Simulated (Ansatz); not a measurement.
Be3As: from a trial structure to a relaxed crystal

Level of theory: DFT PBE, scalar-relativistic, plane waves, PAW in Ansatz 0.2.0. Cutoff 420 eV, Γ-centred k mesh, Gaussian smearing, no spin polarisation in the final step.

The start puts Be3As on the Cu3Au (L1_2) structure type (Pm-3m, No. 221), with As in place of Au, Be in place of Cu, at a guessed volume.

```
Be As
1.0
     3.49145    0.00000    0.00000
     0.00000    3.49145    0.00000
     0.00000    0.00000    3.49145
Be As
3 1
Direct
  0.00000 0.50000 0.50000
  0.50000 0.00000 0.50000
  0.50000 0.50000 0.00000
  0.00000 0.00000 0.00000
```

Cell and atoms relax at zero pressure; the relaxation can't lower the symmetry of the start.

The zero of energy is the elements' standard structures at the same level; no fitted shifts are applied.

(1) Describe the relaxed structure.

(2) What are its volume, energy, density and gap?

## Answers

(1) It keeps Pm-3m (No. 221). The result has the Cu3Au (L1_2) structure. Conventional cell: a = 3.518 Å. Be has 4 As at 2.49 Å and 8 Be at 2.49 Å; around As lie 12 Be at 2.49 Å.

Space group Pm-3m (No. 221). a = 3.518 Å, b = 3.518 Å, c = 3.518 Å, α = 90.00°, β = 90.00°, γ = 90.00°
```json
{"atom": "Be", "site": "3c", "symmetry": "4/mm.m", "x": "0.0000", "y": "0.5000", "z": "0.5000"}
{"atom": "As", "site": "1a", "symmetry": "m-3m", "x": "0.0000", "y": "0.0000", "z": "0.0000"}
```

(2) The volume per atom is 10.89 Å³ and the density is 3.89 g/cm³. The energy over the elements is 0.44 eV/atom. The gap on the 14×14×14 mesh is 0 eV (a metal).

The final run used a 14×14×14 mesh on its 4-atom cell and 0.10 eV smearing. For metals, differences of a few meV/atom aren't resolved. A structure relaxed within its symmetry needn't be a true minimum.

Cost: 2 runs of about 0.16 core-minutes in all, on Intel Xeon 6975P-C (Granite Rapids) (shared hosts).